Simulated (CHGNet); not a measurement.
## Tetradymite Bi2Se3

The numbers are results of the machine-learned potential CHGNet 0.3.0 (trained on PBE and PBE+U data), not measurements.

Cell (relaxed at this level):

```
CELL_PARAMETERS angstrom
      2.16720     1.25123     9.17920
     -2.16720     1.25123     9.17920
      0.00000    -2.50247     9.17920
ATOMIC_POSITIONS crystal
  Bi 0.60024 0.60024 0.60024
  Bi 0.39976 0.39976 0.39976
  Se 0.00000 0.00000 0.00000
  Se 0.78423 0.78423 0.78423
  Se 0.21577 0.21577 0.21577
```

```yaml
lattice_constant_a: 4.334 Å
lattice_parameter_c: 27.538 Å
```

Measured, for comparison: lattice constant a 4.143 Å, lattice parameter c 28.636 Å (temperature not stated, not corrected to a static lattice; as tabulated in Luo et al. (2012), arXiv:1308.1523). Computed (rounded) less measured: lattice constant a +4.6 %, lattice parameter c -3.8 %.

A machine-learned potential is trained on density-functional data: it inherits that level's misses and adds fitting errors of its own.

Note: the model's c/a of 6.35 is far from the 6.92 of the starting cell; this model's volume lies 5 % above that of the starting cell (a measured, published or database cell).
